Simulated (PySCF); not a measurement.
Computed with PBE0-D3(BJ)/def2-TZVP in PySCF 2.14.0. All species are isolated molecules in the gas phase. 

Reference species (SMILES): `C=[SiH]` (neutral, multiplicity 2).

| Item | Value |
|---|---|
| dipole moment | 0.63 D |

Changed species: `[C]#C` (radical fragment; the reference has radical fragment).

### Question
Give the shifts of the dipole moment.

### Answer
the dipole moment rises by 0.15 D, to 0.78 D.
